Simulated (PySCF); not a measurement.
Isomers of C4H6O, mass 70.042 u with the commonest isotopes. The calculation used PBE0-D3(BJ)/def2-SVP geometry optimisation, gas phase (PySCF 2.14.0). One conformer each, none proved a minimum here; rigid rotors.

Task: Order these by rotational constant B, largest first.
A. `[CH3:1]/[CH:2]=[CH:3]/[CH:4]=[O:5]` with C2–C3–C4–O5 -178°
B. `[CH2:1]=[CH:2][CH2:3][CH:4]=[O:5]` with C1–C2–C3–C4 -132°, C2–C3–C4–O5 -4° (3-butenal)
C. dimethylketene (`CC(C)=C=O`)
D. `[CH2:1]=[C:2]=[CH:3][CH2:4][OH:5]` with C2–C3–C4–O5 -123°, C3–C4–O5–H 58° (2,3-butadien-1-ol)
E. `[CH3:1][O:2][C:3]1=[CH:4][CH2:5]1` with C1–O2–C3–C4 0°

Result: C (3873 MHz), E (3586 MHz), B (3010 MHz), D (2306 MHz), A (2183 MHz).

Task: Order these by dipole moment, largest first.
A. `[CH2:1]=[C:2]=[CH:3][CH2:4][OH:5]` with C2–C3–C4–O5 -123°, C3–C4–O5–H 58° (2,3-butadien-1-ol)
B. `[CH3:1][CH2:2][CH:3]=[C:4]=[O:5]` with C1–C2–C3–C4 114° (ethylketene)
C. `[CH3:1]/[CH:2]=[CH:3]/[CH:4]=[O:5]` with C2–C3–C4–O5 -178°
D. `[CH2:1]=[CH:2][CH2:3][CH:4]=[O:5]` with C1–C2–C3–C4 -132°, C2–C3–C4–O5 -4°
E. dimethylketene (`CC(C)=C=O`)

Result: C (3.90 D), D (2.51 D), E (1.88 D), B (1.74 D), A (1.50 D).

Task: Order these by out-of-plane moment Σ m c² = (Ia + Ib − Ic)/2, smallest first.
A. `[CH2:1]=[C:2]=[CH:3][CH2:4][OH:5]` with C2–C3–C4–O5 -123°, C3–C4–O5–H 58°
B. `[CH3:1]/[CH:2]=[CH:3]/[CH:4]=[O:5]` with C2–C3–C4–O5 -178°
C. `[CH2:1]=[CH:2][CH2:3][CH:4]=[O:5]` with C1–C2–C3–C4 -132°, C2–C3–C4–O5 -4°
D. dimethylketene (`CC(C)=C=O`)
E. `[CH3:1][CH2:2][CH:3]=[C:4]=[O:5]` with C1–C2–C3–C4 114° (ethylketene)

Result: B (1.57 u·Å²), D (3.19 u·Å²), C (6.53 u·Å²), A (10.98 u·Å²), E (11.49 u·Å²).

| SMILES | point group | Ia (u·Å²) | Ib (u·Å²) | Ic (u·Å²) | κ | μa (D) | μb (D) | μc (D) |
| --- | --- | --- | --- | --- | --- | --- | --- | --- |
| C=CCC=O | C1 | 37.07 | 167.91 | 191.92 | -0.93 | 0.98 | 2.31 | 0.08 |
| C=C=CCO | C1 | 25.13 | 219.19 | 222.36 | -1.00 | 1.36 | 0.64 | 0.08 |
| C/C=C/C=O | Cs | 15.31 | 231.52 | 243.68 | -0.99 | 3.80 | 0.89 | 0.02 |
| CC(C)=C=O | C2v | 60.91 | 130.47 | 185.01 | -0.59 | 1.88 | 0.00 | 0.00 |
| C#CCCO | – | 18.77 | 220.63 | 233.06 | -0.99 | 0.67 | 1.38 | 0.05 |
| CCC=C=O | C1 | 27.27 | 214.97 | 219.27 | -0.99 | 1.65 | 0.51 | 0.15 |
| COC1=CC1 | Cs | 31.25 | 140.94 | 165.53 | -0.92 | 1.50 | 1.27 | 0.01 |
